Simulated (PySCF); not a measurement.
C4H12P2.
Numbering: `[CH2:1]=[P@@:2]([CH3:3])([PH2:4])[CH2:5][CH3:6]` (hydrogens: H7, H8 on C1; H9, H10, H11 on C3; H12, H13 on P4; H14, H15 on C5; H16, H17, H18 on C6)

Method: PySCF, PBE0-D3(BJ)/def2-SVP geometry optimisation, gas phase.

Question: List the bond lengths, angles and torsions at this level.

Answer: 
```json
{"bond": "C1=P2", "length (pm)": "167.5"}
{"bond": "P2–C3", "length (pm)": "181.8"}
{"bond": "P2–P4", "length (pm)": "230.9"}
{"bond": "P2–C5", "length (pm)": "183.2"}
{"bond": "C5–C6", "length (pm)": "152.0"}
{"bond": "C1–H7, C1–H8", "length (pm)": "109.4"}
{"bond": "C3–H9, C3–H10, C3–H11", "length (pm)": "109.9"}
{"bond": "P4–H12, P4–H13", "length (pm)": "142.9"}
{"bond": "C5–H14", "length (pm)": "110.3"}
{"bond": "C5–H15", "length (pm)": "110.2"}
{"bond": "C6–H16, C6–H17, C6–H18", "length (pm)": "110.0"}
```

Bonds in one row agree within 1 pm and their mean is given. A selection of angles:
```json
{"angle": "P2–C1–H7", "degrees": "117.3"}
{"angle": "H7–C1–H8", "degrees": "116.3"}
{"angle": "C1–P2–C3", "degrees": "110.8"}
{"angle": "C1–P2–P4", "degrees": "125.8"}
{"angle": "C1–P2–C5", "degrees": "110.3"}
{"angle": "C3–P2–P4", "degrees": "99.3"}
{"angle": "C3–P2–C5", "degrees": "108.4"}
{"angle": "P4–P2–C5", "degrees": "100.8"}
{"angle": "P2–C3–H9", "degrees": "111.1"}
{"angle": "P2–C3–H10", "degrees": "108.6"}
{"angle": "H9–C3–H10", "degrees": "108.9"}
{"angle": "H9–C3–H11", "degrees": "110.6"}
{"angle": "P2–P4–H12", "degrees": "90.2"}
{"angle": "P2–P4–H13", "degrees": "90.7"}
{"angle": "H12–P4–H13", "degrees": "92.7"}
{"angle": "P2–C5–C6", "degrees": "117.0"}
{"angle": "P2–C5–H14", "degrees": "105.3"}
{"angle": "P2–C5–H15", "degrees": "104.4"}
{"angle": "C6–C5–H14", "degrees": "111.3"}
{"angle": "C6–C5–H15", "degrees": "111.9"}
{"angle": "H14–C5–H15", "degrees": "106.0"}
{"angle": "C5–C6–H16", "degrees": "112.2"}
{"angle": "C5–C6–H17", "degrees": "110.2"}
{"angle": "H16–C6–H17", "degrees": "107.6"}
```

Torsions: C1–P2–C5–C6 180° (antiperiplanar).

Of the pairs four or more bonds apart, P4···H16 is among the closest relative to their van der Waals radii: 2.83 Å, 94 % of the sum of Bondi's values. P2 (phosphorus bonded to 3 C and P) has angles from 99.3° to 125.8°. The C–P distances run from 1.675 Å (C1=P2, drawn double) to 1.832 Å (P2–C5, drawn single), a spread of 0.157 Å. P4 (three-coordinate phosphorus) is pyramidal (angles 92.7°, 90.7° and 90.2°, sum 273.6°, 0.90 Å off the plane of its three neighbours).

Point group: C1 (no symmetry element, even within 0.4 Å). Whether it is a minimum is left open (no frequencies). The numbers are those of one conformer (C1–P2–P4–H -44° and 49°, C1–P2–C5–C6 180°).
